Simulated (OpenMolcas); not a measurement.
**How basis sets differ on PH2 (SMILES [PH2])**

PH2: 3 atoms, total charge 0, spin state doublet. SMILES: `[PH2]`. The coordinates come from a GFN2-xTB relaxation.

```xyz
3

P     0.5145   -0.3028    0.2527
H     0.1115    1.0274    0.1724
H    -0.6260   -0.7246   -0.4251
```

Each level gives the vertical energy of the quartet above the doublet (eV). The values are calculated.

```
          level             kind     program  value (eV)  CPU time (all runs)
  UBMK/ANO-L-MB  hybrid meta-GGA  OpenMolcas        9.23                5.3 s
 UBMK/ANO-L-VDZ  hybrid meta-GGA  OpenMolcas        7.02                  6 s
UBMK/ANO-L-VDZP  hybrid meta-GGA  OpenMolcas        6.61                  7 s
UBMK/ANO-L-VTZP  hybrid meta-GGA  OpenMolcas        6.48                 15 s
UBMK/ANO-L-VQZP  hybrid meta-GGA  OpenMolcas        6.47                 32 s
```

The values span 6.47 to 9.23 eV. The upper state's dipole differs much between rows, so they may not all be the same state. Without the sets that lack polarisation functions the rows with a basis span only 6.47 to 6.61 eV. CPU times are rough (shared hosts, several kinds of processor and program).
